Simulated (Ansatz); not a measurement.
## Ge–O–GeH, doublet: the ladder up to UCCSDT(Q)

Geometry: displaced at random from a stationary point.

```xyz
4

Ge    0.0023   -0.3884    2.2766
O     0.0017   -0.3477    0.5250
Ge    0.0494   -0.3987   -1.3125
H    -0.0534    1.1347   -1.4891
```

Basis cc-pVDZ; Ansatz 0.2.0. Correlated methods freeze the noble-gas cores and the filled d shells of p-block atoms, which leaves 15 electrons in 44 orbitals. Prefix R: restricted or restricted open-shell reference; prefix U: unrestricted. Active spaces: frontier = (9e, 9o) about the gap. No spin–orbit coupling is included, and no scalar relativity.

Full CI isn't at hand for all of this; UCCSDT(Q) serves as the reference, and is uncertain by about the last step of the cluster series. The frozen core follows each run's orbitals, which can shift R against U totals by a few meV for light atoms and by up to 0.1 eV past Ca.

```
UHF ⟨S²⟩                          : 0.763
T1 diagnostic (RCCSD)             : 0.0378
largest doubles amplitude (RCCSD) : 0.068
T1 diagnostic (UCCSD)             : 0.0372
```

```tsv
level	E − E(UHF) (eV)
UMP2	-8.7606
UCCSD	-9.5189
UCCSD(T)	-9.8497
```

Task: Estimate how far UCCSDT(Q) in cc-pVDZ lies from UCCSD(T). The table doesn't fix it; the size of (T) and the diagnostics are the guide.

Result: UCCSDT(Q) in cc-pVDZ lies 7.8 kJ/mol below UCCSD(T), which is 24 % of the (T) step (-31.9 kJ/mol). T1 is raised, but (T) still catches most of what CCSD lacks. The miss exceeds 1 kcal/mol.

The other levels:

```json
{"level": "UCCSDT", "E − E(UCCSDT(Q)) (kJ/mol)": "4.2", "wall time": "–"}
```

Run but not shown, since their state, orbitals or frozen core can't be matched to the reference's or they repeat it: RHF, RMP2, RCCSD, RCCSD(T), BCCD(T), RCCSDT, RCCSDT(Q), CASSCF (frontier space), NEVPT2 (frontier space), MRCISD (frontier space), MRCISD+Q (frontier space).
